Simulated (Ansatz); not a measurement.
Born–Oppenheimer molecular dynamics of CH6Si2 (9 atoms, charge 0, multiplicity 1). It starts from a rough guess of a transition structure, not a stationary point.

Computed with UKS B3LYP-D4/6-31G (Ansatz).

* ensemble: NVE (velocity Verlet)
* time step: 0.5 fs
* steps asked: 150
* starting velocities drawn for: 300 K
* seed: 937941

Frames 1 fs apart, positions in Å, forces in eV/Å.

Velocities at 25.0 fs (Å/ps):

```
C 7.62 -5.52 7.98
Si 0.93 4.63 0.76
Si -3.71 -2.37 -6.67
H -9.09 -1.41 16.15
H -19.21 21.89 18.48
H 13.26 -8.21 3.32
H 12.77 25.58 -3.63
H -7.97 -10.00 -9.68
H -3.05 -24.93 44.93
```

```xyz
9
Properties=species:S:1:pos:R:3:forces:R:3 time_fs=25.0 energy_less_start_eV=-0.238 T=563
C -0.147 0.752 0.401 -1.16 -0.34 0.77
Si 0.849 -0.929 0.007 0.73 0.22 0.34
Si -0.669 -0.334 -1.783 0.08 -0.86 0.48
H -1.757 -1.174 -0.964 0.20 0.23 -0.37
H 0.118 0.901 1.440 0.13 -0.08 0.61
H -1.258 0.648 0.445 0.53 0.23 -0.09
H 0.135 1.666 -0.068 0.31 0.71 -0.69
H 0.657 -1.755 1.307 -0.13 0.15 -0.71
H 2.333 -0.462 0.124 -0.70 -0.26 -0.34
9
Properties=species:S:1:pos:R:3:forces:R:3 time_fs=26.0 energy_less_start_eV=-0.247 T=573
C -0.139 0.747 0.409 -0.57 0.87 0.59
Si 0.850 -0.924 0.008 0.61 0.15 0.43
Si -0.673 -0.336 -1.790 0.01 -0.90 0.56
H -1.765 -1.175 -0.950 0.29 0.28 -0.45
H 0.099 0.923 1.462 0.14 -0.15 0.27
H -1.242 0.641 0.448 0.25 0.21 -0.16
H 0.149 1.694 -0.074 -0.03 -0.41 -0.13
H 0.648 -1.765 1.294 -0.17 0.12 -0.68
H 2.327 -0.488 0.168 -0.54 -0.17 -0.42
9
Properties=species:S:1:pos:R:3:forces:R:3 time_fs=27.0 energy_less_start_eV=-0.215 T=538
C -0.133 0.742 0.417 0.03 1.83 0.61
Si 0.852 -0.920 0.009 0.43 0.10 0.43
Si -0.676 -0.339 -1.796 -0.02 -0.91 0.60
H -1.770 -1.172 -0.940 0.35 0.30 -0.50
H 0.082 0.943 1.485 0.15 -0.24 -0.16
H -1.224 0.635 0.449 -0.13 0.18 -0.21
H 0.162 1.718 -0.082 -0.28 -1.23 0.30
H 0.638 -1.773 1.274 -0.23 0.05 -0.59
H 2.316 -0.516 0.207 -0.30 -0.07 -0.48
9
Properties=species:S:1:pos:R:3:forces:R:3 time_fs=28.0 energy_less_start_eV=-0.172 T=491
C -0.126 0.739 0.427 0.47 2.38 0.73
Si 0.853 -0.915 0.010 0.18 0.08 0.35
Si -0.680 -0.342 -1.802 0.00 -0.89 0.61
H -1.772 -1.167 -0.935 0.36 0.29 -0.51
H 0.067 0.960 1.507 0.17 -0.32 -0.51
H -1.208 0.632 0.448 -0.49 0.14 -0.24
H 0.173 1.730 -0.087 -0.40 -1.65 0.55
H 0.625 -1.781 1.249 -0.28 -0.06 -0.45
H 2.301 -0.544 0.241 -0.02 0.04 -0.52
9
Properties=species:S:1:pos:R:3:forces:R:3 time_fs=29.0 energy_less_start_eV=-0.157 T=475
C -0.119 0.737 0.437 0.63 2.51 0.85
Si 0.855 -0.910 0.011 -0.09 0.09 0.22
Si -0.684 -0.346 -1.808 0.06 -0.83 0.58
H -1.771 -1.159 -0.934 0.33 0.24 -0.49
H 0.052 0.975 1.524 0.20 -0.38 -0.71
H -1.196 0.630 0.445 -0.68 0.10 -0.26
H 0.180 1.727 -0.086 -0.39 -1.68 0.61
H 0.610 -1.789 1.219 -0.34 -0.19 -0.28
H 2.287 -0.572 0.271 0.29 0.14 -0.53
9
Properties=species:S:1:pos:R:3:forces:R:3 time_fs=30.0 energy_less_start_eV=-0.183 T=504
C -0.111 0.738 0.447 0.43 2.22 0.94
Si 0.856 -0.905 0.013 -0.34 0.13 0.05
Si -0.688 -0.349 -1.814 0.16 -0.74 0.52
H -1.766 -1.149 -0.939 0.25 0.16 -0.43
H 0.040 0.986 1.535 0.24 -0.40 -0.70
H -1.190 0.629 0.440 -0.63 0.08 -0.26
H 0.184 1.708 -0.080 -0.27 -1.34 0.47
H 0.592 -1.799 1.187 -0.40 -0.32 -0.09
H 2.276 -0.599 0.296 0.56 0.22 -0.52
9
Properties=species:S:1:pos:R:3:forces:R:3 time_fs=31.0 energy_less_start_eV=-0.229 T=553
C -0.103 0.740 0.458 -0.10 1.48 1.02
Si 0.857 -0.900 0.014 -0.54 0.17 -0.09
Si -0.691 -0.353 -1.820 0.30 -0.63 0.43
H -1.759 -1.137 -0.947 0.14 0.06 -0.33
H 0.030 0.993 1.539 0.27 -0.37 -0.48
H -1.190 0.629 0.432 -0.35 0.08 -0.23
H 0.185 1.676 -0.070 -0.03 -0.62 0.13
H 0.569 -1.812 1.154 -0.43 -0.43 0.05
H 2.269 -0.623 0.315 0.74 0.27 -0.50
9
Properties=species:S:1:pos:R:3:forces:R:3 time_fs=32.0 energy_less_start_eV=-0.250 T=576
C -0.095 0.743 0.470 -0.81 0.38 1.08
Si 0.858 -0.895 0.015 -0.64 0.20 -0.16
Si -0.695 -0.358 -1.825 0.46 -0.49 0.30
H -1.751 -1.125 -0.959 -0.01 -0.08 -0.20
H 0.023 0.996 1.539 0.30 -0.29 -0.10
H -1.194 0.629 0.422 0.03 0.08 -0.17
H 0.186 1.639 -0.058 0.31 0.40 -0.40
H 0.543 -1.830 1.121 -0.43 -0.48 0.14
H 2.270 -0.645 0.330 0.78 0.27 -0.49
9
Properties=species:S:1:pos:R:3:forces:R:3 time_fs=33.0 energy_less_start_eV=-0.233 T=559
C -0.088 0.747 0.483 -1.46 -0.75 1.04
Si 0.859 -0.890 0.017 -0.64 0.17 -0.14
Si -0.698 -0.362 -1.831 0.65 -0.33 0.14
H -1.743 -1.113 -0.972 -0.17 -0.22 -0.05
H 0.019 0.997 1.537 0.32 -0.16 0.36
H -1.197 0.630 0.410 0.37 0.10 -0.08
H 0.190 1.605 -0.050 0.65 1.39 -0.93
H 0.512 -1.852 1.090 -0.39 -0.45 0.15
H 2.278 -0.664 0.340 0.68 0.25 -0.49
9
Properties=species:S:1:pos:R:3:forces:R:3 time_fs=34.0 energy_less_start_eV=-0.224 T=549
C -0.082 0.750 0.497 -1.78 -1.31 0.73
Si 0.860 -0.885 0.018 -0.57 0.08 -0.04
Si -0.701 -0.367 -1.836 0.83 -0.17 -0.03
H -1.736 -1.104 -0.986 -0.34 -0.36 0.10
H 0.018 0.996 1.539 0.32 -0.02 0.76
H -1.197 0.632 0.398 0.57 0.11 0.01
H 0.200 1.585 -0.051 0.81 1.81 -1.12
H 0.478 -1.878 1.060 -0.30 -0.34 0.08
H 2.293 -0.681 0.346 0.46 0.20 -0.50
9
Properties=species:S:1:pos:R:3:forces:R:3 time_fs=35.0 energy_less_start_eV=-0.259 T=587
C -0.077 0.752 0.511 -1.62 -1.01 0.10
Si 0.861 -0.880 0.019 -0.47 -0.08 0.11
Si -0.704 -0.371 -1.841 0.98 -0.04 -0.18
H -1.733 -1.098 -0.999 -0.47 -0.46 0.23
H 0.019 0.995 1.548 0.29 0.10 0.92
H -1.191 0.636 0.385 0.61 0.12 0.11
H 0.217 1.581 -0.062 0.67 1.41 -0.75
H 0.441 -1.907 1.031 -0.17 -0.17 -0.04
H 2.312 -0.697 0.346 0.18 0.14 -0.51
9
Properties=species:S:1:pos:R:3:forces:R:3 time_fs=36.0 energy_less_start_eV=-0.303 T=635
C -0.074 0.754 0.526 -1.06 -0.18 -0.54
Si 0.861 -0.875 0.020 -0.38 -0.28 0.26
Si -0.707 -0.376 -1.847 1.07 0.04 -0.29
H -1.734 -1.096 -1.010 -0.53 -0.52 0.31
H 0.024 0.995 1.566 0.23 0.15 0.75
H -1.180 0.640 0.374 0.48 0.12 0.19
H 0.241 1.590 -0.081 0.33 0.53 -0.01
H 0.402 -1.939 1.001 -0.01 0.03 -0.16
H 2.333 -0.711 0.342 -0.12 0.10 -0.51
```

Of the whole run (75 fs, mean temperature of the second half 736 K): The conserved energy stayed within 0.2 meV per atom of its start (net change -0.0066 meV per atom), so the integration is sound. The system heated up, since it started high on the potential surface and ran downhill. A run of 0.075 ps of so small a system gives no equilibrium averages. The orbitals stay closed-shell, which can raise the energy where a bond breaks towards radicals; this wasn't checked here. Limits of this set-up: no polarisation functions.

Run time: 20 min on 1 CPU thread of a shared host.
